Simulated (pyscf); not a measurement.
H₂P–GaH₂ + H₂O -> HO–GaH–PH₂ + H₂, a four-centre exchange (singlet surface; Ga–H, H–O broken, Ga–O, H–H formed). Optimised with ωB97X-D3(BJ)/def2-SVP in PySCF. Energies in eV from the separated reactants.

AM1 to PM7: differences of heats of formation from MOPAC, which are fitted to 298 K values and so differ in kind from electronic energies by zero-point and thermal terms. 

Q: In single points PM3 puts the saddle at 0.83 eV and the reaction energy at -0.43 eV. Should these be trusted to within a few kcal/mol? Compare with ωB97M-D3(BJ)/def2-TZVP.

A: ωB97M-D3(BJ)/def2-TZVP gives ΔE‡ = 0.50 eV and ΔE = -0.49 eV. PM3 lies 0.32 eV over it in the barrier and 0.06 eV over it in the reaction energy, so on this step it does not hold to within 0.13 eV. ωB97M-D3(BJ)/def2-TZVP has limits of its own. On the reactant side the descent ends in an adduct with a Ga–O contact (not fully relaxed), 0.65 eV under the separated species and 1.10 eV under the saddle at ωB97X-D3(BJ)/def2-TZVP. What is counted as formed (Ga–O) is already present as a longer contact in the reactant adduct; forming that adduct is a step of its own. At the saddle there is also a short Ga–H contact that neither side keeps. This is the saddle that the search found; another between the same sides may lie lower. In the def2 sets elements up to Kr have no core potential.
